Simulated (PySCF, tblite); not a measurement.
# K+ and water

A gas-phase complex of K+ and water; charge +1, singlet. The structure comes from a short search (6 tight-binding starts) and was relaxed by PBE0-D3(BJ)/def2-SVPD; another way of binding may lie lower. Frequencies by PBE0-D3(BJ)/def2-SVPD show no clear imaginary mode.

```
part   name  SMILES  atoms  charge  multiplicity
   1     K+    [K+]      1      +1             1
   2  water       O    2–4       0             1
```

Coordinates in Å:
```
K1      0.213   -0.091    0.172
O2      1.891   -1.062    1.911
H3      2.529   -1.770    1.766
H4      2.025   -0.800    2.829
```

```
contact  kind (by geometry)  distance (Å)  angle (°)
K1···O2         ion contact         2.605          -
```

Interaction energies are complex less parts, with the parts frozen as they stand in it; counterpoise-corrected, in kcal/mol (PySCF).

Problem. Give the interaction energy at each level run.

Solution. 
| level | interaction | superposition error removed |
| --- | --- | --- |
| wB97M-D3(BJ)/def2-TZVPD | -17.22 | -0.13 |
| PBE0-D3(BJ)/def2-TZVPD | -17.62 | -0.14 |

Problem. What holds them together? Decompose the wB97M-D3(BJ)/def2-TZVPD energy: frozen parts, their antisymmetrised product, then relaxation.

Solution. electrostatic -19.3, Pauli repulsion +7.3, orbital relaxation -4.9, dispersion correction -0.5 kcal/mol, which sum to the value before the counterpoise correction; the Pauli term holds the exchange-correlation of the frozen density too. Of the attraction, 78 % is electrostatic, 20 % is orbital relaxation, 2 % is dispersion correction.

The parts were also relaxed and run alone, at the levels used for the complex: shieldings by PBE0/pcSseg-2; core levels by delta-SCF with SCAN, pcX-2 on the ionised atom and pcseg-1 elsewhere, spin-free X2C.

Problem. How do these values change when the complex forms?

Solution. 
```csv
property,alone,in the complex,change
shielding of K1 (ppm),1325.5,1297.3,-28.2
shielding of O2 (ppm),328.9,320.7,-8.2
O2 1s core level (eV),539.76,544.84,+5.08
```

Problem. What are the binding energy from relaxed parts (wB97M-D3(BJ)/def2-TZVPD), and ΔH and ΔG of association at 298.15 K and 1 atm?

Solution. -17.21 kcal/mol, -15.88 with zero-point energy; ΔH -16.6 and ΔG -10.5 kcal/mol, from harmonic vibrations by PBE0-D3(BJ)/def2-SVPD with low modes damped.
